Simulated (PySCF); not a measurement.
Gas-phase reaction: CH₂CF₂ ⇌ CH₂F₂ + C

Method: PySCF energies (xtb for GFN2) plus ideal-gas RRHO corrections (1 bar). † marks an energy on the PBE0/def2-TZVP geometry and frequencies; other levels use their own. CCSD(T) freezes the core. Open shells (unrestricted): C (multiplicity 3, electronic degeneracy 9); the rest are closed-shell singlets. GFN2 has no spin-polarisation term. Spin-orbit splitting is ignored; it lowers the true energy and changes the entropy of C. B3LYP is the form with VWN-RPA correlation. CCSD(T) isn't extrapolated to the basis-set limit; its ΔH°(298 K) is 595.6 kJ in def2-SVP and 592.6 kJ in def2-TZVPP. The harmonic model lacks anharmonicity and excited electronic states, which grow with temperature; levels with a mode under 35 cm⁻¹ are left out.

ΔH° and ΔS° at 298 K: B3LYP/def2-TZVP† 616 kJ, 140 J/K; CCSD(T)/def2-SVP† 596 kJ, 140 J/K; GFN2-xTB 835 kJ, 138 J/K.

Task: With the heat capacities included, give log10 K (1 bar) at 500, 800, 1600, 1800, 2500 K from B3LYP/def2-TZVP†, CCSD(T)/def2-SVP†, GFN2-xTB.

Result: 
| T (K) | B3LYP/def2-TZVP† | CCSD(T)/def2-SVP† | GFN2-xTB |
|---|---|---|---|
| 500 | -57.0 | -54.9 | -80.0 |
| 800 | -32.9 | -31.6 | -47.3 |
| 1600 | -12.8 | -12.2 | -20.1 |
| 1800 | -10.6 | -10.0 | -17.1 |
| 2500 | -5.6 | -5.2 | -10.3 |
